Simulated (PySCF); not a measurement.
# MgCl₂: calculation against measurement

Isolated MgCl₂, optimised in PySCF with density fitting and no spin–orbit coupling; def2 sets carry scalar-relativistic core potentials from Rb on. All levels below give a singlet of D∞h symmetry: PBE0/def2-TZVP Mg–Cl 2.170 Å (×2); B3LYP/def2-TZVP Mg–Cl 2.177 Å (×2); BP86/def2-TZVP Mg–Cl 2.186 Å (×2).

Counting electrons, magnesium keeps none of its valence electrons outside its bonds, so the VSEPR class is AX2 and the expected shape is linear (D∞h), as computed.

Problem. The tabulated gas-phase entropy at 298.15 K and 1 bar is 277.00 J/(mol K) (Chase, 1998, NIST Chemistry WebBook). What do rigid-rotor harmonic-oscillator sums give?

Solution. PBE0/def2-TZVP 271.7, B3LYP/def2-TZVP 271.9, BP86/def2-TZVP 272.8 J/(mol K). Tables of this kind often rest on estimated structures and frequencies for high-temperature species, so a gap need not be the fault of the calculation.

Problem. ΔfH°(298 K) is -392.46 kJ/mol (Chase, 1998, NIST Chemistry WebBook), and for the gaseous atoms Mg 147.1, Cl 121.3 kJ/mol (tabulated in the package mendeleev). Compare the atomisation enthalpy with the calculations.

Solution. From the tables it is 147.1 + 2 × 121.3 − (-392.5) = 782 kJ/mol. To a computed De one adds −ZPE (-7.0), the atoms' spin–orbit lowering from NIST levels (-7.0) and the thermal terms (4.9), all taken at PBE0/def2-TZVP.
| level | De (kJ/mol) | ΔatH°(298 K) | computed − tabulated |
| --- | --- | --- | --- |
| PBE0/def2-TZVP | 774 | 764 | -18 |
| B3LYP/def2-TZVP | 748 | 739 | -43 |
| BP86/def2-TZVP | 768 | 759 | -23 |
